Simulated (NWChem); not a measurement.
Molecule: disilane (Si2H6); SMILES [SiH3][SiH3]

```xyz
8

Si     0.0000     0.0000     1.1730
Si     0.0000     0.0000    -1.1730
H     -1.3281    -0.4534     1.6890
H      0.2714     1.3769     1.6890
H      1.0567    -0.9235     1.6890
H     -0.2714    -1.3769    -1.6890
H      1.3281     0.4534    -1.6890
H     -1.0567     0.9235    -1.6890
```
Atoms are numbered in this order, from 1.

Computed with NWChem. Geometry optimised at PBE0/def2-SVP; all other runs use it. 

```csv
quantity,level,value
cavity-dispersion-structure term (kcal/mol) in n-hexane,"PBE0/def2-SVP, SMD",-0.4
"isotropic polarisability (bohr³), static",PBE0/def2-SVPD,…
"vertical, lowest state with f > 0.02, singlet (eV)","PBE0/def2-SVPD, TDA",7.52
−ε(HOMO) (eV),PBE/def2-SVP,…
highest harmonic frequency (cm⁻¹),PBE0/def2-SVP,2240
```

### Question
What belongs in the gaps?

### Answer

- isotropic polarisability (bohr³), static, value: 62.5
- −ε(HOMO) (eV), value: 7.28
